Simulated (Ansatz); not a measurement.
Basis-set extrapolation for acetylene (PBE0-D4/def2-TZVP geometry, frozen core, the Gaussian-basis code of Ansatz). Multiplicity 1, RHF reference.

```tsv
	cc-pV(T+d)Z	cc-pV(Q+d)Z
HF	-76.849819	-76.854851
MP2 correlation	-0.308974	-0.328352
CCSD(T) correlation	-0.337520	-0.354292
```

Energies in hartree. Use E(X) = E(∞) + A·exp(−5.46·√X) for Hartree–Fock and E(X) = E(∞) + B·X^(−3.05) for correlation, with X = 3 and 4.

What is the CCSD(T) energy at the basis-set limit?

HF limit: -76.854851 + (-0.005032) × 0.30130 = -76.85637. Correlation limit: -0.354292 + (-0.016772) × 0.71189 = -0.36623. Total: -77.22260 hartree, 22.1 kcal/mol below CCSD(T)/cc-pV(T+d)Z.
